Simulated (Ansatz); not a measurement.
# CN (quartet): wave-function methods side by side at distance N1–C2 = 1.648 Å, 6-31G

Aim: climb from Hartree-Fock through coupled cluster and multireference methods for CN (quartet) at one geometry and basis, and see what each rung misses.

Method: 6-31G, core rule «outside noble gas», up to 2 orbitals frozen; program: Ansatz 0.2.0, Gaussian basis.

Plan: UHF; CCSD(T) on ROHF; CCSD(T) on UHF; BCCD(T) on ROHF; CISD; CCSDT(Q) on ROHF; CCSDT(Q) on UHF; CISDTQ; CCSDTQ on ROHF; CCSDTQ on UHF; CASSCF and MRCISD+Q, 5 electrons in 5 orbitals; CASSCF and NEVPT2, 5 electrons in 5 orbitals; CASSCF and MRCISD+Q, 9 electrons in 8 orbitals; CASSCF and NEVPT2, 9 electrons in 8 orbitals; Full CI.

14 further runs of the same task are left out: 1 for a known fault of the program, 11 that didn't finish, 2 set aside as unsound or not needed.

## 1. What is computed

The geometry derives from a PBE0/def2-TZVP stationary point (not a proven minimum). One bond is set to the value named and the two fragments are kept rigid.

2 atoms, charge 0, spin multiplicity 4.

Atoms are counted from 1 here; the program's logs count them from 0.

Bond lengths: N1–C2 1.648 Å.

## 2. UHF

Contents of in.yaml:

```yaml
crystal:
  periodic: [false, false, false]
  atoms:
    - {symbol: N, position_ang: [0.000000, 0.000000, 0.000000]}
    - {symbol: C, position_ang: [0.000000, 0.000000, 1.648000]}
basis:
  gaussian: {orbitals: 6-31G}
magnetization: {spin_polarized: true, initial_magnetization: 3}
hamiltonian: {xc: hf}
output: {orbitals: {seedname: orbitals}}
```

Launch:

```
ansatz run in.yaml --threads 1 --pin off --events-out ev --progress --plain --max-ram 2393MiB
```

After this run come: CCSD(T) on ROHF; CCSD(T) on UHF; BCCD(T) on ROHF; CISD; CCSDT(Q) on ROHF; CCSDT(Q) on UHF; CISDTQ; CCSDTQ on ROHF; CCSDTQ on UHF; CASSCF and MRCISD+Q, 5 electrons in 5 orbitals; CASSCF and NEVPT2, 5 electrons in 5 orbitals; CASSCF and MRCISD+Q, 9 electrons in 8 orbitals; CASSCF and NEVPT2, 9 electrons in 8 orbitals; Full CI.

Before running them: what should the planned runs give, taken together? Wanted: FCI from the RHF energy; RMP2 from FCI; UMP2 from FCI; RCCSD from FCI; RCCSD(T) from FCI; UCCSD(T) from FCI; RCCSDT(Q) from FCI; UCCSDT(Q) from FCI; NEVPT2 valence from FCI.

The runs gave:

| quantity | value |
| --- | --- |
| FCI from the ROHF energy | -4.5329 eV |
| RMP2 from FCI | +191.9 kJ/mol |
| UMP2 from FCI | +196.9 kJ/mol |
| RCCSD from FCI | +88.5 kJ/mol |
| RCCSD(T) from FCI | +36.9 kJ/mol |
| UCCSD(T) from FCI | +34.4 kJ/mol |
| RCCSDT(Q) from FCI | -5.9 kJ/mol |
| UCCSDT(Q) from FCI | -7.0 kJ/mol |
| NEVPT2 valence from FCI | +47.5 kJ/mol |
| MRCISD+Q valence from FCI | +2.8 kJ/mol |
| levels within 1 kcal/mol (43 meV) | CISDTQ, RCCSDTQ, UCCSDTQ, MRCISD+Q valence |
| T1 diagnostic | 0.089 |
| effectively unpaired electrons | 3.95 |

In words: RCCSD(T) lands +36.9 kJ/mol from the yardstick (8.4 % of the correlation energy). CCSD(T) misses by +36.9 kJ/mol on the restricted determinant and by +34.4 kJ/mol on the unrestricted one; the two need not hold the same state or core. RCCSDT(Q), UCCSDT(Q) fall below full CI: unrestricted runs freeze a spin-polarised core, another one than full CI's, and coupled cluster isn't variational. With 4.0 effectively unpaired electrons against 3 the state is strongly multireference. Of the multireference levels listed MRCISD+Q valence comes nearest in total energy (+2.8 kJ/mol), which doesn't show that its space is the better one. Coupled cluster took another determinant than the lowest Hartree-Fock one. These misses are within one basis, not against nature; the frozen cores of restricted and unrestricted runs differ, which can shift their rows.

Levels on UHF freeze UHF's core orbitals, full CI those of ROHF, so the U rows can settle a little off it for that reason alone.

With open shells the CI space here admits some triples and quadruples, so it is larger than plain CISD.
